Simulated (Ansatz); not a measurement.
C₃⁺. Total charge 1; doublet. Geometry relaxed at r2SCAN-D4/def2-TZVP.

```xyz
3

C    -0.112    1.075    0.701
C     0.275   -1.008   -0.701
C    -0.163   -0.067   -0.001
```

The charge 1 doublet is spin-contaminated (final ⟨S²⟩ up to 1.07, 0.75 for a pure state). The structure comes from a short search, and lower isomers may exist.

Task: Estimate the harmonic wavenumbers at UKS r2SCAN-D4/def2-TZVP (Ansatz, unscaled). Is this a minimum?

Result: 175, 1210, 1994 cm⁻¹. Yes, no mode is imaginary beyond noise. Zero-point energy 20.2 kJ/mol. Run time 9 s (4 threads of Arm Neoverse V2 on a shared host).
